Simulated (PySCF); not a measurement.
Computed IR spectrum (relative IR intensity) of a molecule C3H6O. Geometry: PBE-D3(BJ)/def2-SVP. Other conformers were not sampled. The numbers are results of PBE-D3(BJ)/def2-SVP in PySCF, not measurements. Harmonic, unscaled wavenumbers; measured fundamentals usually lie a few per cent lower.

ν (cm⁻¹): 522 (w), 844 (w), 1060 (vw), 1189 (m), 1302 (w), 1318 (s), 1386 (w), 1408 (w), 1780 (vs), 2974 (vw), 3055 (w), 3108 (w) (against the strongest line: vs over 80 %, s over 45 %, m over 15 %, w over 4 %, vw less)

### Question
Pick the molecule that these values belong to.
A. CC(C)=O
B. C1COC1
C. OC1CC1
D. C=COC

### Answer
A, CC(C)=O
